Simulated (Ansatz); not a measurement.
# C3H4F+: single points off equilibrium

One table from this session's results is given with a row withheld; the runs are named, their logs left out.

Computed with Ansatz 0.2.0, Gaussian basis. Level: single points in def2-TZVPP.

Cores are frozen in the correlated methods.

### Where the work starts

8 atoms, charge 1, spin multiplicity 1.

Atoms are counted from 1 here; the program's logs count them from 0.

Bond lengths: C1–C2 1.410 Å, C1–H5 1.096 Å, C1–H6 1.096 Å, C2–C3 1.351 Å, C2–F4 1.339 Å, C3–H7 1.023 Å, C3–H8 1.144 Å. Angles: C2–C1–H5 106.3°, C2–C1–H6 128.0°, H5–C1–H6 125.6°, C1–C2–C3 117.8°, C1–C2–F4 113.0°, C3–C2–F4 129.1°, C2–C3–H7 130.0°, C2–C3–H8 114.1°, H7–C3–H8 114.9°.

Coordinates:

```xyz
8

C    -0.77028    0.75587    0.46133
C    -0.24029   -0.34861   -0.23625
C     1.10306   -0.48259   -0.27811
F    -1.18597   -1.16383   -0.72043
H    -1.85901    0.63154    0.45153
H    -0.23041    1.61598    0.87359
H     1.67618   -1.28789   -0.54257
H     1.67364    0.36859    0.23059
```

Set-up of the first run:

File run/in.yaml:

```yaml
crystal:
  periodic: [false, false, false]
  atoms:
    - {symbol: C, position_ang: [-0.770280, 0.755866, 0.461335]}
    - {symbol: C, position_ang: [-0.240287, -0.348607, -0.236255]}
    - {symbol: C, position_ang: [1.103062, -0.482592, -0.278107]}
    - {symbol: F, position_ang: [-1.185970, -1.163834, -0.720429]}
    - {symbol: H, position_ang: [-1.859009, 0.631539, 0.451529]}
    - {symbol: H, position_ang: [-0.230410, 1.615979, 0.873593]}
    - {symbol: H, position_ang: [1.676182, -1.287888, -0.542573]}
    - {symbol: H, position_ang: [1.673637, 0.368591, 0.230592]}
basis:
  gaussian: {orbitals: def2-TZVPP}
total_charge: 1
hamiltonian: {xc: pbe, dispersion: d4}
output: {forces: true}
```

Run with:

```
$ ansatz run in.yaml --threads 2 --pin off --events-out ev --progress --plain --max-ram 3481MiB
```

Steps of the session up to this table: PBE-D4/def2-TZVPP; r2SCAN-D4/def2-TZVPP; PBE0-D4/def2-TZVPP; wB97M-V/def2-TZVPP; CCSD(T)/def2-TZVPP.

One of the session's tables, all rows but one given; the rest of the session is left out.

```
   method  RMS force component (eV/Å)  angle to CCSD(T) forces (°)
   PBE-D4                       1.169                          7.7
r2SCAN-D4                       1.192                          5.9
  PBE0-D4                       1.234                          7.8
  wB97M-V                           ?                            ?
  CCSD(T)                       1.215                    reference
```

**Question.** Estimate the row for wB97M-V.

The run gave: RMS force component (eV/Å): 1.208; angle to CCSD(T) forces (°): 10.3. In the column «RMS force component (eV/Å)» it lies between r2SCAN-D4 (1.192) and CCSD(T) (1.215).
